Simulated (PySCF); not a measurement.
# CHClFN (SMILES [H]/N=C(/F)Cl), run twice

Wanted: energy and one-electron properties of CHClFN, B97M-V/pc-1 (nlc grid 1).

The calculation is run with PySCF 2.14.0.

4 further runs of the same task are left out: 2 that didn't finish, 2 set aside as unsound or not needed.

## 1. Starting point

CHClFN has 5 atoms, charge 0, and is taken as a singlet. As SMILES, `[H]/N=C(/F)Cl`. The coordinates come from a PBE0-D4/def2-TZVP relaxation.

Bond lengths: N1–C2 1.237 Å, C2–F3 1.314 Å, C2–Cl4 1.729 Å, N1–H5 1.013 Å. Angles: N1–C2–F3 121.4°, N1–C2–Cl4 128.7°, F3–C2–Cl4 110.0°, C2–N1–H5 112.7°.

## 2. Try one

Input file mol.sdf:

```

     RDKit          3D

  5  4  0  0  0  0  0  0  0  0999 V2000
    0.3211    0.9405    0.2744 N   0  0  0  0  0  0  0  0  0  0  0  0
    0.1379   -0.2746    0.1285 C   0  0  0  0  0  0  0  0  0  0  0  0
    0.8103   -1.1574    0.8321 F   0  0  0  0  0  0  0  0  0  0  0  0
   -0.9535   -1.0817   -0.9432 Cl  0  0  0  0  0  0  0  0  0  0  0  0
   -0.2660    1.4996   -0.3333 H   0  0  0  0  0  0  0  0  0  0  0  0
  2  1  2  0
  3  2  1  0
  4  2  1  0
  5  1  1  0
M  END
$$$$
```

Input file job.py:

```python
import numpy
from pyscf import gto, scf, dft, lo
from rdkit import Chem

rd = Chem.MolFromMolFile('mol.sdf', removeHs=False, sanitize=False)
xyz = rd.GetConformer().GetPositions()
geom = [(a.GetSymbol(), tuple(x)) for a, x in zip(rd.GetAtoms(), xyz)]
for s, x in geom:
    print('%-2s %12.6f %12.6f %12.6f' % (s, *x))

mol = gto.Mole()
mol.atom = geom
mol.max_memory = 1860
mol.basis = 'pc-1'
mol.charge = 4
mol.verbose = 4
mol.build()

ks = dft.RKS(mol)
ks.xc = 'b97m-v'
ks.max_cycle = 57
ks.nlcgrids.level = 1
ks.kernel()

etot = ks.e_tot
print('Final energy', etot)
ks.analyze()
quad = ks.quad_moment()
occ = ks.mo_coeff[:, ks.mo_occ > 0]
iaos = lo.vec_lowdin(lo.iao.iao(mol, occ), ks.get_ovlp())
c = iaos.T @ ks.get_ovlp() @ occ
pop_iao, q_iao = scf.hf.mulliken_pop(lo.iao.reference_mol(mol), (c * ks.mo_occ[ks.mo_occ > 0]) @ c.T, numpy.eye(c.shape[0]), verbose=0)
print('IAO charges', numpy.round(q_iao, 4))
```

The run is started by

```bash
OMP_NUM_THREADS=1 python job.py
```

Output:

```text
N      0.321100     0.940500     0.274400
C      0.137900    -0.274600     0.128500
F      0.810300    -1.157400     0.832100
Cl    -0.953500    -1.081700    -0.943200
H     -0.266000     1.499600    -0.333300

PySCF version 2.14.0

[... 117 lines left out ...]
converged SCF energy = -649.704099423631
[... 10 lines left out ...]
MO #1   energy= -103.049495253139  occ= 2
[... 7 lines left out ...]
MO #9   energy= -2.43372648859419  occ= 2
[... 7 lines left out ...]
MO #17  energy= -1.52121440351586  occ= 2
[... 7 lines left out ...]
MO #25  energy= -0.764058553754607 occ= 0
[... 7 lines left out ...]
MO #33  energy= -0.522011222242538 occ= 0
[... 7 lines left out ...]
MO #41  energy= -0.149578012650656 occ= 0
[... 7 lines left out ...]
MO #49  energy= 0.56181311471995   occ= 0
[... 7 lines left out ...]
MO #57  energy= 1.36347851789158   occ= 0
[... 7 lines left out ...]
MO #65  energy= 2.36764134994078   occ= 0
[... 74 lines left out ...]
WARN: System has nonzero charge 4; the dipole moment is origin-dependent.
Location of origin: [0. 0. 0.]

Dipole moment(X, Y, Z, Debye): -4.98796, -5.73737, -5.19405
Traceless quadrupole moment (Debye*A):

IAO charges [0.6515 0.6594 0.3906 1.7608 0.5377]
```

Run time: 74 s. Hardware: 1 thread of Arm Neoverse V1, shared host; peak memory 0.36 GiB.

## 3. What went wrong

The run finished; that doesn't make the result usable.

Cause: the charge typed isn't that of the species meant. To mend it: charge 0 in place of 4.

## 4. The mended input

mol.sdf is that of step 2.

Input file job.py:

```python
import numpy
from pyscf import gto, scf, dft, lo
from rdkit import Chem

rd = Chem.MolFromMolFile('mol.sdf', removeHs=False, sanitize=False)
xyz = rd.GetConformer().GetPositions()
geom = [(a.GetSymbol(), tuple(x)) for a, x in zip(rd.GetAtoms(), xyz)]
for s, x in geom:
    print('%-2s %12.6f %12.6f %12.6f' % (s, *x))

mol = gto.M(
    atom=geom,
    basis='pc-1',
    spin=0,
    verbose=4,
    max_memory=1860,
)

mf = dft.RKS(mol, xc='b97m-v')
mf.nlcgrids.level = 1
mf.kernel()

etot = mf.e_tot
print('E = %.10f Eh' % etot)
dip = mf.dip_moment()
pop, q = mf.mulliken_pop()
quad = mf.quad_moment()
occ = mf.mo_coeff[:, mf.mo_occ > 0]
iaos = lo.vec_lowdin(lo.iao.iao(mol, occ), mf.get_ovlp())
c = iaos.T @ mf.get_ovlp() @ occ
pop_iao, q_iao = scf.hf.mulliken_pop(lo.iao.reference_mol(mol), (c * mf.mo_occ[mf.mo_occ > 0]) @ c.T, numpy.eye(c.shape[0]), verbose=0)
print('IAO charges', numpy.round(q_iao, 4))
```

The run is started by

```bash
OMP_NUM_THREADS=1 python job.py
```

Output:

```text
N      0.321100     0.940500     0.274400
C      0.137900    -0.274600     0.128500
F      0.810300    -1.157400     0.832100
Cl    -0.953500    -1.081700    -0.943200
H     -0.266000     1.499600    -0.333300

PySCF version 2.14.0

[... 83 lines left out ...]
converged SCF energy = -653.260111995421
[... 1 line left out ...]
Dipole moment(X, Y, Z, Debye): -1.17344,  0.34142, -1.19014
[... 74 lines left out ...]
IAO charges [-0.445   0.4253 -0.2335 -0.0281  0.2813]
```

It took 32 s on 1 thread of Arm Neoverse V1, shared host; peak memory 0.36 GiB.

Atomic charges (e):

| atom | Mulliken | IAO |
| --- | --- | --- |
| N1 | -0.330 | -0.445 |
| C2 | +0.526 | +0.425 |
| F3 | -0.248 | -0.234 |
| Cl4 | -0.131 | -0.028 |
| H5 | +0.183 | +0.281 |

## 5. What came out

Level: B97M-V/pc-1 (nlc grid 1).

| quantity | value |
| --- | --- |
| total energy | -653.26011 Eh |
| dipole moment | 1.71 D |
| HOMO energy | -8.10 eV |
| LUMO energy | -1.12 eV |
| HOMO–LUMO gap | 6.98 eV |
